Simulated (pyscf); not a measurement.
**Routes from `[OH][SiH2][OH]` + `[H][H]`**

Candidate steps break at most two bonds and form at most two. Each was searched with GFN2-xTB (tblite) first. PySCF, gas phase, ωB97X-D3(BJ)/def2-SVP geometries. Energies: ωB97M-D3(BJ)/def2-TZVP, kcal/mol, from the separated reactants, singlet surface; ΔG‡ with ideal gas, 1 atm, RRHO with modes under 100 cm⁻¹ raised to 100, one conformer, R ln 2 for chiral ones without a mode under 150 cm⁻¹.

```csv
products,type,ΔE‡,ΔE,ΔG‡ 298 K,ΔG‡ 900 K,ν‡ (cm⁻¹)
HO–SiH₃ + H₂O,four-centre exchange,53.7,+23.2,63.6,82.9,1183i
HO–SiH₂–OH + H₂,four-centre exchange,58.4,0.0,68.3,88.1,1509i
```

Plain bond fissions and candidates not yet searched are not listed, and one of them may be faster. Each barrier is that of the saddle found; lower ones may exist.
